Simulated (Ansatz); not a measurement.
We consider 1T (CdI2-type) PtS2, described by r²SCAN-D4 in Ansatz (plane waves, PAW).

Rigid layers of the crystal as relaxed at this level are moved apart or together:

| run | k mesh | layer repeat (Å) | energy against free layers (meV/Å²) | gap on the mesh (eV) |
|---|---|---|---|---|
| 1 | 12×12×8 | 4.74 | -15.73 | 0.296 |
| 2 | 12×12×8 | 4.89 | -18.18 | 0.574 |
| 3 | 12×12×8 | 5.04 | -19.46 | 0.818 |
| 4 | 12×12×6 | 5.24 | -19.84 | 0.968 |
| 5 | 12×12×6 | 5.54 | -18.61 | 1.208 |
| 6 | 12×12×6 | 6.04 | -14.48 | 1.554 |
| 7 | 12×12×6 | 7.04 | -7.01 | 1.859 |
| 8 | 12×12×4 | 9.04 | -1.62 | 2.019 |

The lowest energy of these points lies at a layer repeat of 5.24 Å.

Spin–orbit coupling is not included.

Ansatz is an electronic-structure program.
